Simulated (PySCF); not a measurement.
# P2: from the state search to spectroscopic constants

The task here is to estimate one member of a computed series from the others.

Program: PySCF 2.14.0. Level of theory: P aug-cc-pV(D+d)Z, no relativity. These are calculated values, not measurements.

The first run:

The job is set up so:

```json
{"atoms": "P, P", "charge": "0", "basis": "P aug-cc-pV(D+d)Z", "Hamiltonian": "no relativity", "basis functions": "64", "electrons treated": "30", "masses in u": "30.9738, 30.9738", "levels": "PBE0, PBE, r²SCAN, PW91, MN15, PBEsol, CAM-B3LYP, HF, MP2, SCS-MP2, CCSD, CCSD(T)", "grid": "80 radial by 434 angular points", "occupations": "held fixed by the projection of orbital angular momentum", "dissociation limit": "P + P, each in its ground configuration", "starting distance in angstrom": "2.130", "values of 2S to try": "0, 2, 4"}
```

Started as:

```
$ OMP_NUM_THREADS=1 python dia.py task.json out
```

Steps of the session up to this table: Input; PBE0 along the bond; Excited determinants; PBE (GGA); r²SCAN (meta-GGA); PW91; MN15 (hybrid meta-GGA); PBEsol (GGA); CAM-B3LYP; RHF (mean field); Correlated methods on the Hartree–Fock reference.

One of the session's tables, all rows but one given; the rest of the session is left out.

It belongs to the step «The curves together». Energy (eV) from each level's lowest point:

```
R (Å)    RHF  RHF-MP2  RHF-SCS-MP2  RHF-CCSD  RHF-CCSD(T)
1.626  1.835    2.518        2.475       n/a          n/a
1.702  0.735    1.255        1.220     1.116        1.224
1.778  0.166    0.504        0.478     0.399        0.474
1.834      ?        ?            ?         ?            ?
1.891  0.006    0.034        0.025     0.000        0.019
1.948  0.145    0.000        0.000     0.012        0.000
2.023  0.486    0.090        0.104     0.178        0.120
2.118  1.086    0.341        0.377     0.547        0.427
2.231  1.959    0.743        0.808     1.129        0.925
2.383  3.237    1.301        1.414       n/a          n/a
```

Q: Estimate the row for R (Å) = 1.834 from the others.

Worked estimate for «RHF». A straight line through the neighbours (1.778, 0.166) and (1.891, 0.006) gives 0.166 + (0.006 − 0.166) × (1.834 − 1.778) / (1.891 − 1.778) = 0.087; a parabola fitted to 4 rows on both sides gives -0.005.

**Answer.** RHF: 0.000; RHF-MP2: 0.189; RHF-SCS-MP2: 0.171; RHF-CCSD: 0.116; RHF-CCSD(T): 0.164. In «RHF» the line misses by +0.087 and the parabola by -0.005.
